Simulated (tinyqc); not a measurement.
Inside a calculation. Method: FCI on RHF in the sto-3g basis, frozen core, for LiH, spin multiplicity 1. One step of it, computed by the program tinyqc.

Question. Orthogonalisation. S = U s U^T; symmetric (Loewdin) form X = U s^(-1/2) U^T, so that X^T S X = 1.

overlap S, lower triangle:
```
           1Li 1s    1Li 2s   1Li 2px   1Li 2py   1Li 2pz     2H 1s
1Li 1s   1.000000
1Li 2s   0.241137  1.000000
1Li 2px  0.000000  0.000000  1.000000
1Li 2py  0.000000  0.000000  0.000000  1.000000
1Li 2pz  0.000000  0.000000  0.000000  0.000000  1.000000
2H 1s    0.079187  0.415770  0.000000  0.000000  0.527293  1.000000
```

Give: eigenvalues of S; X.

Answer.

eigenvalues of S: 0.324  0.798  1.000  1.000  1.167  1.711

X, lower triangle:
```
         1Li 1s  1Li 2s  1Li 2px  1Li 2py  1Li 2pz  2H 1s
1Li 1s    1.023
1Li 2s   -0.127   1.123
1Li 2px   0.000   0.000    1.000
1Li 2py   0.000   0.000    0.000    1.000
1Li 2pz  -0.002   0.127    0.000    0.000    1.160
2H 1s     0.001  -0.302    0.000    0.000   -0.381  1.259
```
